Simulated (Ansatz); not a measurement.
Ideal-gas functions of CClF₂ (`F[C](F)Cl`) radical at 800 K and 1 bar, from an Ansatz frequency run at PBE0-D4/def2-TZVP.

Molar mass 85.46 g/mol, point group Cs (symmetry number 1), electronic degeneracy 2, moments of inertia 45.875, 102.271, 145.119 u Å². Harmonic wavenumbers (cm⁻¹, unscaled): 369, 430, 604, 773, 1190, 1257.

Use S(trans) = R[1.5 ln M + 2.5 ln T − 1.1517]; rotational temperatures θ = 24.2544 K / I; S(rot) = R[ln(√π/σ · √(T³/θAθBθC)) + 1.5]; for each mode x = 1.438777 ν̃/T, S = R[x/(eˣ − 1) − ln(1 − e⁻ˣ)] and H = RT x/(eˣ − 1); 1 cm⁻¹ = 0.0119627 kJ/mol; R = 8.31446 J/(mol·K).

Q: By hand: the entropy, in J/(mol·K).

A: Translation 184.8. Rotation: θ = 0.5287, 0.2372, 0.1671 K, giving 116.7. Vibration, mode by mode: 11.87, 10.66, 8.02, 6.21, 3.41, 3.10, in all 43.3. Electronic 5.8. Sum 350.6 J/(mol·K).

Q: By hand: H − E and G − E in kJ/mol, counted from the electronic energy.

A: Zero-point energy ½ × 4623 × 0.0119627 = 27.7; thermal vibration 19.5; translation, rotation and pV give 4 RT = 26.6. H − E = 73.8 kJ/mol, and G − E = 73.8 − 800 × 350.6/1000 = -206.7 kJ/mol.

Vibration gives 12 % of the entropy.
